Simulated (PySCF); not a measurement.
Gas-phase reaction: Si₂C + 6 CH₃F → 2 SiH₂F + CF₄ + 2 C₃H₇ (i-propyl)

Computed with PySCF (xtb for GFN2) and rigid-rotor harmonic-oscillator thermochemistry at 1 bar. S°(298 K) at PBE0/def2-TZVP differs from the NASA 1993 table for Si₂C (+23 J/mol/K); whether the harmonic model or the table's entry is off was not settled. † marks an energy on the PBE0/def2-TZVP geometry and frequencies; other levels use their own. MP2 freezes the core. 6-31G* has spherical d functions here. Open shells (unrestricted): SiH₂F (multiplicity 2), C₃H₇ (i-propyl) (multiplicity 2); the rest are closed-shell singlets. GFN2 has no spin-polarisation term. B3LYP is the form with VWN-RPA correlation. SiH₂F: computed as isolated molecules; such fragments, hydroxides, amides, oligomers or adducts are transient or little studied in the gas. MP2 isn't extrapolated to the basis-set limit; its ΔH°(298 K) is -324.7 kJ in def2-SVP and -277.8 kJ in def2-TZVPP. The harmonic model lacks anharmonicity and excited electronic states, which grow with temperature; levels with a mode under 35 cm⁻¹ are left out. Internal rotation in C₃H₇ (i-propyl) is treated as a harmonic vibration of one conformer, which makes the entropy rough. Warning, point group unlike the PBE0 one: Si₂C (GFN2-xTB, HF/6-31G*).

```csv
level,"ΔE electronic, kJ","ΔH°(298 K), kJ","ΔS°(298 K), J/K","ΔG°(1400 K), kJ"
B3LYP/def2-TZVP†,-223,-263,-252,37
BLYP/def2-TZVP†,-172,-212,-252,88
GFN2-xTB,-212,-243,-225,23
HF/6-31G*,-449,-494,-255,-181
HF/def2-TZVP†,-424,-464,-252,-164
MP2/def2-SVP†,-285,-325,-252,-25
MP2/def2-TZVPP†,-238,-278,-252,22
PBE0/def2-QZVP†,-291,-331,-252,-31
r2SCAN/def2-TZVP†,-348,-388,-252,-88
```
ΔH° is lowest at HF/6-31G* and highest at BLYP/def2-TZVP†. No reference value is set beside these.
